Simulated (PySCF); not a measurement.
A spin–spin coupling run with PySCF 2.14.0 with density-fitted response routines (density fitting, non-relativistic, gas phase) on Nitric acid (SMILES O=[N+]([O-])O):

```
$ OMP_NUM_THREADS=1 python probes_run.py task.json out

{"job": {"kind": "j", "xc": "BHandHLYP", "basis": "pcJ-1"}, "charge": 0, "multiplicity": 1}
O     -0.320124     1.171498    -0.401916
N     -0.368702     0.129189     0.191447
O     -1.167451    -0.266480     0.974258
O      0.656656    -0.753419    -0.068423
H      1.207714    -0.280749    -0.714645
```

Hardware: 1 thread of an Arm Neoverse V2, shared host. The job also computes field gradients.

(1) How large is the calculation?

(2) How long does it take?

(3) And these other runs on the same molecule and hardware: spin–spin coupling at B3LYP/6-31G-J; spin–spin coupling at B3LYP/aug-cc-pVTZ-J; spin–spin coupling at B3LYP/pcJ-0; spin–spin coupling at B3LYP/pcJ-2; spin–spin coupling at B97-2/pcJ-1; spin–spin coupling at CAM-B3LYP/pcJ-1?

Results:

(1) 32 electrons, 118 basis functions and 418 auxiliary functions.

(2) 5.6 s of wall time, with 14 SCF cycles. Times on a shared host scatter by some tens of per cent.

(3) B3LYP/6-31G-J: 52 functions, 2.1 s; B3LYP/aug-cc-pVTZ-J: 204 functions, 13 s; B3LYP/pcJ-0: 55 functions, 2.1 s; B3LYP/pcJ-2: 228 functions, 16 s; B97-2/pcJ-1: 118 functions, 5.2 s; CAM-B3LYP/pcJ-1: 118 functions, 6.7 s.
